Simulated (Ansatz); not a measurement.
# SiCl (sextet): wave-function methods side by side, def2-TZVPP

The task here is to estimate one member of a computed series from the others.

The runs use Ansatz 0.2.0, Gaussian basis; def2-TZVPP, core rule «outside noble gas», up to 10 orbitals frozen.

The runs, in order: UHF; ROHF; CCSD(T) on UHF.

**What is computed**

The geometry is a PBE0/def2-TZVP stationary point (not a proven minimum) of the parent state, kept for this charge and spin.

2 atoms, charge 0, spin multiplicity 6.

Atoms are counted from 1 here; the program's logs count them from 0.

Bond lengths: Si1–Cl2 2.058 Å.

Geometry (Å):

```
atom    x (Å)    y (Å)    z (Å)
 Si1  0.00000  0.00000  0.00000
 Cl2  0.00000  0.00000  2.05790
```

Set-up of the first run:

Contents of in.yaml:

```yaml
crystal:
  periodic: [false, false, false]
  atoms:
    - {symbol: Si, position_ang: [0.000000, 0.000000, 0.000000]}
    - {symbol: Cl, position_ang: [0.000000, 0.000000, 2.057900]}
basis:
  gaussian: {orbitals: def2-TZVPP}
magnetization: {spin_polarized: true, initial_magnetization: 5}
hamiltonian: {xc: hf}
output: {orbitals: {seedname: orbitals}}
```

Launch:

```bash
> ansatz run in.yaml --threads 1 --pin off --events-out ev --progress --plain --max-ram 3968MiB --backend cpu
```

Among the steps run: UHF; ROHF; CCSD(T) on UHF.

One table of the session follows, with a row left open; its other results are not shown here.

```
  method  from UCCSD(T) (kcal/mol)
    ROHF                         ?
     UHF                   +153.25
    UMP2                    +25.47
   UCCSD                     +5.73
UCCSD(T)                         0
```

Estimate the missing values for ROHF.

**Answer.** from UCCSD(T) (kcal/mol): +157.72. In the column «from UCCSD(T) (kcal/mol)» it is the highest.
